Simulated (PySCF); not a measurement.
# How well do the runs reproduce experiment for PH3?

**Measured values to compare with.**

NIST CCCBDB Release 22 (SRD 101), experimental dipoles lists, for the gas: dipole moment (microwave Stark effect) 0.58 D.

NIST CCCBDB Release 22 (SRD 101), experimental polarizabilities lists, for the gas: mean polarisability 4.237 Å³.

The runs below try to reproduce these values; the comparison stands at the end.

PH₃.
Atom-mapped SMILES: `[PH3:1]` (hydrogens: H2, H3, H4 on P1)

Cartesian coordinates in Å at the PBE0-D3(BJ)/def2-SVP level; atoms count from 1:
```
atom  x, y, z in Å
P1     0.0256   -0.0410    0.4763
H2    -0.5990    1.0211   -0.2472
H3     1.1993   -0.0042   -0.3374
H4    -0.5896   -1.0495   -0.3272
```

Runs made with PySCF (gas phase, on this PBE0-D3(BJ)/def2-SVP geometry; no spin–orbit coupling):

```csv
level,job,basis functions,wall time
"PBE0-D3(BJ)/def2-SVP, grid level 1",geometry optimisation from a GFN2-xTB start shaken at random,33,1.6 s
B3LYP/def2-SVPD,"6 singlets by full TDDFT, polarisability, dynamic polarisability",48,0.98 s
```

Hardware: one thread of an Arm Neoverse V1, no GPU (shared host).

**Comparison with experiment**

**Dipole moment.** Measured: 0.58 D (NIST CCCBDB Release 22 (SRD 101), experimental dipoles).

```tsv
level	computed (D)	computed − measured (D)	% (from the printed values)
PBE0-D3(BJ)/def2-SVP	0.91	+0.33	+57
B3LYP/def2-SVPD	0.57	-0.01	-2
```

Closest is B3LYP/def2-SVPD (-0.01 D), furthest PBE0-D3(BJ)/def2-SVP (+0.33 D); one molecule doesn't rank methods. The computed dipoles belong to one fixed geometry; measured ones are averaged over vibrations unless marked μe. Magnitudes are compared, not signs.

**Mean polarisability.** Measured: 4.237 Å³ (NIST CCCBDB Release 22 (SRD 101), experimental polarizabilities).

```json
{"level": "B3LYP/def2-SVPD", "computed (Å³)": "4.425", "computed − measured (Å³)": "+0.188", "% (from the printed values)": "+4"}
```

The computed values are static and purely electronic, with core orbitals frozen in the response (1 au = 0.148185 Å³). The table of measured values doesn't say here whether a value is static or optical, or holds a vibrational part.

No measured geometry was used, and the causes of the misses weren't examined.
